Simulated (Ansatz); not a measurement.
**C₂H₂OS₂: a ladder of functionals and wavefunction methods**

The task here is to estimate one member of a computed series from the others.

Program: Ansatz 0.2.0, Gaussian basis. Level of theory: functionals in def2-TZVPP, the program's frozen cores in correlated methods. These are calculated values, not measurements.

Plan: LDA (SPW92), PBE-D4, revPBE-D4, BLYP-D4, r2SCAN-D4, B97M-V, PBE0-D4, B3LYP-D4, r2SCANh-D4, r2SCAN0-D4, HSE06-D4, BHLYP-D4, CAM-B3LYP-D4, LC-ωPBE, ωB97X-V, ωB97M-V, B2PLYP, PBE-QIDH; CCSD(T)/def2-SVP; CCSD(T)/def2-TZVPP; MP2/def2-QZVPP; extrapolation to the limit; RPA on PBE.

### The geometry

The geometry comes from an earlier relaxation with PBE0-D4 in a triple-zeta def2 set; it is a stationary point, not always the lowest conformer.

SMILES `O=CSC=S`, 7 atoms, charge 0, spin multiplicity 1.

Atoms are counted from 1 here; the program's logs count them from 0.

Bond lengths: O1–C2 1.193 Å, C2–S3 1.785 Å, C2–H6 1.104 Å, S3–C4 1.732 Å, C4–S5 1.608 Å, C4–H7 1.091 Å. Angles: O1–C2–S3 125.9°, O1–C2–H6 123.7°, S3–C2–H6 110.3°, C2–S3–C4 100.7°, S3–C4–S5 123.9°, S3–C4–H7 112.2°, S5–C4–H7 123.9°.

The first run:

The input, in.yaml:

```yaml
crystal:
  periodic: [false, false, false]
  atoms:
    - {symbol: O, position_ang: [-1.439030, -0.994348, 0.343914]}
    - {symbol: C, position_ang: [-0.627216, -0.576459, 1.111288]}
    - {symbol: S, position_ang: [0.802120, 0.407594, 0.692145]}
    - {symbol: C, position_ang: [0.619226, 0.526898, -1.026495]}
    - {symbol: S, position_ang: [1.638609, 1.321222, -1.982850]}
    - {symbol: H, position_ang: [-0.665159, -0.753747, 2.200740]}
    - {symbol: H, position_ang: [-0.267152, 0.000843, -1.384343]}
basis:
  gaussian: {orbitals: def2-TZVPP}
hamiltonian: {xc: lda}
output: {orbitals: {seedname: orbitals}}
```

The run is started by

```sh
$ ansatz run in.yaml --threads 2 --pin off --events-out ev --progress --plain --max-ram 4352MiB
```

Steps of the session up to this table: LDA; PBE-D4 (GGA); revPBE-D4 (GGA); BLYP-D4 (GGA); r2SCAN-D4 (meta-GGA); B97M-V (meta-GGA); PBE0-D4 (hybrid); B3LYP-D4 (hybrid); r2SCANh-D4 (hybrid); r2SCAN0-D4 (hybrid); HSE06-D4 (hybrid); BHLYP-D4 (hybrid); CAM-B3LYP-D4 (range-separated); LC-ωPBE (range-separated); ωB97X-V (range-separated); ωB97M-V (range-separated); B2PLYP (double hybrid); PBE-QIDH (double hybrid).

One table of the session follows, with a row left open; its other results are not shown here.

It belongs to the step «Orbital energies across the functionals». 

| functional | HOMO (eV) | LUMO (eV) | gap (eV) |
| --- | --- | --- | --- |
| LDA (SPW92) | -5.79 | -3.95 | 1.85 |
| PBE-D4 | ? | ? | ? |
| revPBE-D4 | -5.60 | -3.64 | 1.97 |
| BLYP-D4 | -5.50 | -3.55 | 1.95 |
| r2SCAN-D4 | -5.90 | -3.65 | 2.24 |
| B97M-V | -5.95 | -3.55 | 2.41 |
| PBE0-D4 | -6.89 | -2.85 | 4.04 |
| B3LYP-D4 | -6.65 | -3.03 | 3.62 |
| r2SCANh-D4 | -6.36 | -3.32 | 3.03 |
| r2SCAN0-D4 | -7.05 | -2.82 | 4.23 |
| HSE06-D4 | -6.49 | -3.23 | 3.26 |
| BHLYP-D4 | -7.99 | -1.80 | 6.19 |
| CAM-B3LYP-D4 | -8.21 | -1.72 | 6.49 |
| LC-ωPBE | -9.60 | -0.67 | 8.93 |
| ωB97X-V | -9.23 | -0.69 | 8.54 |
| ωB97M-V | -9.05 | -0.71 | 8.35 |

Estimate the missing values for PBE-D4.

The run gave: HOMO (eV): -5.65; LUMO (eV): -3.72; gap (eV): 1.94. In the column «HOMO (eV)» it lies between LDA (SPW92) (-5.79) and revPBE-D4 (-5.60).
